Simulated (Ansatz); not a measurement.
Results of PBE-D3(BJ) (Ansatz, a quantum-chemistry and plane-wave program, plane waves, PAW) for bcc Fe.

Settings: plane-wave cutoff 520 eV, 26×26×26 k mesh, Fermi–Dirac smearing 0.05 eV, spin-polarised with parallel moments, scalar-relativistic PAW data made under PBE.

Cell (relaxed at this level):

```
Fe
1.0
   -1.40329     1.40329     1.40329
    1.40329    -1.40329     1.40329
    1.40329     1.40329    -1.40329
Fe
1
Direct
  0.00000   0.00000   0.00000
```
Starting moments (μB, in the order of the record's atoms Fe): 2.5.

Q: Estimate the bulk modulus B0, magnetic moment per atom (the cell's total over its atoms) and pressure derivative B′ of the bulk modulus that the calculation returns.

A: 
- bulk modulus B0 = 212 GPa
- magnetic moment per atom (the cell's total over its atoms) = 2.13 μB
- pressure derivative B′ of the bulk modulus = 4.2

The run finds no gap.

Measured, for comparison: bulk modulus 174 GPa (corrected for temperature and zero-point phonon effects, our sources range from 170 to 175; as tabulated in Levämäki et al. (2014), arXiv:1402.3671). Computed (rounded) less measured: bulk modulus +22 % (+21 % to +25 % over the range).

Moments are spin moments.

The computed numbers hold no vibrational or temperature effects.

The result took roughly 4 core-minutes.
